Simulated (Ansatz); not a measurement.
CH2 (SMILES [CH2]) moved off its minimum; all values from Ansatz (a program for electronic structure), cores frozen in correlated methods. Open shells are unrestricted.
(charge 0, multiplicity 3)
```xyz
3

C     -0.06822     0.10014    -0.04290
H     -0.93388    -0.20735     0.03860
H      1.04370    -0.37519    -0.06947
```

Forces at HF/def2-TZVPP (eV/Å):

```json
[
 {"atom": "C1", "Fx": "11.890", "Fy": "1.898", "Fz": "-0.911"},
 {"atom": "H2", "Fx": "-8.268", "Fy": "-3.223", "Fz": "0.804"},
 {"atom": "H3", "Fx": "-3.622", "Fy": "1.325", "Fz": "0.107"}
]
```

### Question
Give the forces (eV/Å), the total energy and the dipole at CCSD(T)/aug-cc-pVTZ.

### Answer

```json
[
 {"atom": "C1", "Fx": "11.713", "Fy": "1.957", "Fz": "-0.905"},
 {"atom": "H2", "Fx": "-8.533", "Fy": "-3.192", "Fz": "0.818"},
 {"atom": "H3", "Fx": "-3.180", "Fy": "1.234", "Fz": "0.087"}
]
```
Energy -39.0482 hartree, dipole 0.57 D.
